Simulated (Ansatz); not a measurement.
Mulliken charges of CClF$_{3}$ (`FC(F)(F)Cl`) from ωB97M-V/def2-TZVPP in Ansatz (PBE0-D4/def2-TZVP geometry).

| atom | x (Å) | y (Å) | z (Å) | charge (e) |
| --- | --- | --- | --- | --- |
| F1 | 0.214 | 0.019 | 1.326 | -0.133 |
| C2 | -0.002 | -0.082 | 0.026 | 0.424 |
| F3 | -1.250 | -0.475 | -0.167 | -0.133 |
| F4 | 0.812 | -0.999 | -0.468 | -0.133 |
| Cl5 | 0.276 | 1.463 | -0.758 | -0.024 |

Task: By hand: the dipole of these point charges (1 e Å = 4.8032 D).

Result: Σ q r = (0.022, 0.124, -0.063) e Å, of length 0.141 e Å = 0.68 D.

Task: How does the dipole of the full density compare? (An estimate is asked.)

Result: Ansatz gave: (0.013, 0.073, -0.037) e Å, 0.40 D; the point charges give 1.70 times that, at 0° from its direction.

Point charges leave out the atoms' own dipoles, such as those of lone pairs, and Mulliken's split depends on the basis, so the two needn't agree.
